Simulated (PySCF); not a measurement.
## Indirect couplings

Bonds (- single, = double, # triple, : aromatic): C1-C2 1.519 Å, C2-C3 1.520 Å, C3-C4 1.520 Å, C3-O5 1.412 Å. C1 carries H6, H7, H8; C2 carries H9, H10; C3 carries H11; C4 carries H12, H13, H14; O5 carries H15. Stereochemistry as in CC[C@H](C)O. H10 is pro-R; H9 is pro-S.

Method: B3LYP/pcJ-1 (without the spin–dipole term)//PBE0-D3(BJ)/def2-SVP, PySCF 2.14.0 with density-fitted response routines; isolated molecule, single conformer, non-relativistic. Couplings are averaged over pairs made equivalent by symmetry, fast rotation or ring inversion, so a value needn't be that of the named pair in this geometry, while other rotamers aren't included; one pair stands for each set, and the list holds a selection of those of at least 0.8 Hz over up to four bonds, among pairs with at least one C or H atom (others weren't computed).

Isotopes: ¹³C, ¹H, ¹⁷O. Couplings to quadrupolar nuclei such as 17O and 33S are rarely resolved in practice.

```tsv
pair	bonds	J (Hz)
C1, C2	1	37.7
C1, H6	1	?
C2, C3	1	?
C2, H9	1	130.8
C2, H10	1	?
C3, C4	1	39.4
C3, O5	1	19.7
C3, H11	1	140.0
C4, H12	1	131.3
O5, H15	1	?
C1, H9	2	-2.7
C1, H10	2	-3.8
C2, H6	2	-3.7
C2, H11	2	-1.5
C3, H15	2	-2.3
C4, H11	2	2.2
C2, H12	3	?
C2, H15	3	10.2
C3, H6	3	5.3
C4, H9	3	3.3
O5, H9	3	-2.2
O5, H10	3	?
H6, H9	3	8.1
H6, H10	3	?
H11, H12	3	?
H10, H15	4	2.9
```

Q: Estimate the withheld couplings, with signs.

A: 
- ¹J(C1,H6) = 132.7 Hz (mean over equivalent pairs that range from 129.6 to 136.3 Hz in this conformer)
- ¹J(C2,C3) = 41.2 Hz (bond length 1.520 Å)
- ¹J(C2,H10) = 129.1 Hz (bond length 1.103 Å, sp3 carbon)
- ¹J(O5,H15) = -72.4 Hz (bond length 0.962 Å)
- ³J(C2,H12) = 5.0 Hz (mean over equivalent pairs that range from 1.3 to 10.1 Hz in this conformer)
- ³J(O5,H10) = -10.3 Hz (dihedral angle 177°)
- ³J(H6,H10) = 8.3 Hz (mean over equivalent pairs that range from 3.7 to 16.9 Hz in this conformer)
- ³J(H11,H12) = 6.6 Hz (mean over equivalent pairs that range from 1.7 to 13.5 Hz in this conformer)
